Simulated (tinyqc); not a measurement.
Starting guesses with DIIS over 6 matrices: SCF starting guesses in the sto-3g basis, for H2F+, spin multiplicity 1. Computed by the program tinyqc with PySCF. RHF with one setting changed at a time; a run stops when the energy changes by less than 1e-09 hartree and the error matrix is below 1e-5. Starts: the lowest orbitals of the core Hamiltonian, of the Wolfsberg-Helmholz matrix (K = 1.75), projected atomic densities, random orbitals, and the highest orbitals of the core Hamiltonian (a deliberately bad start).

Geometry (angstrom):
```
atom       x        y       z
F     0.0000   0.0000  0.0000
H     0.0000   1.0460  0.5840
H     0.0000  -1.0460  0.5840
```

lowest restricted solution found by these runs and by PySCF = -98.787588 hartree

Largest element of the error matrix X^T (FDS - SDF) X:
```
iteration     core  Wolfsberg-Helmholz  atomic densities   random  highest core orbitals
1          4.4e-01             4.0e-01           7.6e-01  2.0e+01                3.0e-01
2          6.9e-02             1.1e-01           3.2e-01  4.6e-01                4.5e-01
3          1.9e-02             2.0e-02           4.2e-02  8.8e-02                4.6e-01
4          7.0e-03             3.1e-03           7.0e-03  2.2e-02                4.5e-01
5          2.0e-03             1.3e-03           3.4e-04  9.4e-03                4.5e-01
6          2.2e-04             7.1e-06           7.5e-05  1.4e-03                4.1e-01
8          2.9e-08                   -           1.3e-07  4.0e-05                2.0e-02
10               -                   -                 -  1.2e-06                4.2e-04
```

How each run ends:
```
run                    iterations  E (hartree)         state
core                            8   -98.787588  lowest found
Wolfsberg-Helmholz              7   -98.787588  lowest found
atomic densities                9   -98.787588  lowest found
random                         10   -98.787588  lowest found
highest core orbitals          13   -98.787588  lowest found
```

What does the comparison show, and why?

5 of 5 runs reach the lowest restricted solution found, in 7 to 13 iterations (fastest: Wolfsberg-Helmholz). The first errors are 4e-01, 4e-01, 8e-01, 2e+01, 3e-01; the deliberately bad start has the smallest one, so a small first error does not mark a good start.
